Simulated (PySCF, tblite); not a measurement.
C4H9OP.
Bonds: C1–C2 (double), C2–P3, P3–C4, P3–C5, C5–O6. Hydrogens: H7, H8 on C1; H9 on C2; H10, H11, H12 on C4; H13, H14 on C5; H15 on O6.

The geometry is computed with GFN2-xTB (gas phase).

Some entries are withheld. Bonds in one row agree within 0.01 Å.

```csv
coordinate,value
C1=C2,1.323 Å
C2–P3,?
P3–C4,?
P3–C5,?
C5–O6,1.404 Å
C1–H7,1.078 Å
C1–H8,1.078 Å
C2–H9,1.084 Å
"C4–H10, C4–H11, C4–H12",1.088 Å
"C5–H13, C5–H14",1.097 Å
O6–H15,0.964 Å
C1–C2–P3,?
C2–P3–C4,?
C2–P3–C5,95.7°
C4–P3–C5,97.5°
P3–C5–O6,?
```

Task: Fill in the missing values.

Result: 
- C2–P3 = 1.817 Å, drawn single (alkene CH carbon to phosphine phosphorus); 0.02 Å above the sum of covalent radii, 1.80 Å.
- P3–C4 = 1.852 Å, drawn single (phosphine phosphorus to sp3 carbon bound to phosphorus); 0.02 Å above the sum of covalent radii, 1.83 Å.
- P3–C5 = 1.881 Å, drawn single (phosphine phosphorus to carbinol carbon (C–OH)); 0.05 Å above the sum of covalent radii, 1.83 Å.
- C1–C2–P3 = 126.2°, at the alkene CH carbon; the outer atoms are 2.810 Å apart.
- C2–P3–C4 = 101.0°, at the phosphine phosphorus; the outer atoms are 2.831 Å apart.
- P3–C5–O6 = 111.0°, at the carbinol carbon (C–OH); the outer atoms are 2.720 Å apart.

Radii are Cordero's, carbon taken as 0.76, 0.73 or 0.69 Å for four, three, and two or fewer neighbours.

Its GFN2-xTB frequencies are all real (lowest 74 cm⁻¹). The numbers are those of one conformer (C1–C2–P3–C4 -37°, C2–P3–C5–O6 -70°, P3–C5–O6–H -59°). 2 starts were optimised and ended at 0.00 and 0.68 kcal/mol (GFN2-xTB); the lowest of these is shown.
